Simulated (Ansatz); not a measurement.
Species: HO, charge -1, singlet. HO- (parent SMILES [OH], singlet).
B3LYP-D3(BJ)/def2-TZVP minimum from Ansatz (a first-principles code):
```xyz
2

O      0.0000     0.0000    -0.1078
H      0.0000     0.0000     0.8624
```
Charge -1, spin multiplicity 1.

Total energies in aug-cc-pVQZ, 8 correlated electrons, 1 frozen orbitals. Radicals and triplets start from unrestricted determinants; spin-orbit coupling is neglected. Correlated methods leave the cores frozen. No relativity. The spin of HO- (parent SMILES [OH], singlet) was assumed, and the state is the lowest solution found for it.

```csv
method,program,energy (Eh),minus CCSDT(Q) (mEh)
HF,Ansatz,-75.41666,314.37
MP2,Ansatz,-75.72494,6.09
CCSD,Ansatz,-75.71691,14.12
CCSD(T),Ansatz,-75.73031,0.71
CCSDT(Q),Ansatz,-75.73103,0.00
```

Rough core times of Ansatz's runs on a shared machine: CCSD(T) under 20 s, CCSDT(Q) 4 min.
